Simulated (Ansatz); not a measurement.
Isomers of SiO2⁺ (doublet), relaxed with PBE0-D4/def2-TZVP; total energies from Ansatz at CAM-B3LYP-D4/def2-TZVP.

```
isomer                                       description  energy (Eh)
     A                  point group D∞h; 2 × O–Si 1.54 Å   -439.52031
     B  point group C2v; 2 × O–Si 1.78 Å; 1 × O–O 1.34 Å   -439.52931
```

The isomers come from a short search, and lower ones may exist.

Question: Work out the relative energies (1 Eh = 2625.5 kJ/mol) and the Boltzmann populations at 1200 K from electronic energies alone (R = 8.314 J/mol/K).

Answer: ΔE: A 23.6, B 0.0 kJ/mol. RT = 9.98 kJ/mol. Factors exp(−ΔE/RT): A 0.094, B 1; sum 1.094. Populations: A 8.6 %, B 91.4 %. Zero-point energy, vibrational entropy and symmetry numbers are left out and can shift these; an error of 4 kJ/mol changes a ratio by a factor of 1.5. Over the other density-functional and correlated levels in def2 sets, the gap between B and A ranges from -24 to 18 kJ/mol.
